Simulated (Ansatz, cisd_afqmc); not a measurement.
Species: Cl₂, charge 0, singlet. Cl2 (SMILES ClCl).
B3LYP-D3(BJ)/def2-TZVP minimum from Ansatz (a first-principles code):
```xyz
2

Cl     0.0000     0.0000    -1.0068
Cl     0.0000     0.0000     1.0068
```
Charge 0, spin multiplicity 1.

Total energies in cc-pV(D+d)Z, 14 correlated electrons, 10 frozen orbitals. Open shells are spin-unrestricted; no spin-orbit coupling. Cores are frozen in correlated methods. No relativity. The Monte Carlo rows (phaseless AFQMC, CISD trial, step 0.005/hartree) carry one-sigma bars that omit the constraint's bias. Outlying blocks are dropped, and bars are widened where a walk drifts. Over all cases where full CI ran beside it in this data, AFQMC minus full CI had a median of +0.1 mEh and passed +0.4 mEh in a tenth of the cases.

```
method         program         energy (Eh)  minus CCSDTQ (mEh)
----------  ----------  ------------------  ------------------
HF              Ansatz          -918.96450              314.10
MP2             Ansatz          -919.24131               37.29
CCSD            Ansatz          -919.26992                8.68
CCSD(T)         Ansatz          -919.27728                1.31
CCSDT(Q)        Ansatz          -919.27860                0.00
CCSDTQ          Ansatz          -919.27860                0.00
AFQMC/CISD  cisd_afqmc  -919.2783 ± 0.0005           0.3 ± 0.5
```

Rough core times of Ansatz's runs on a shared machine: CCSD(T) under 20 s, CCSDT(Q) under 20 s, CCSDTQ 10 min.
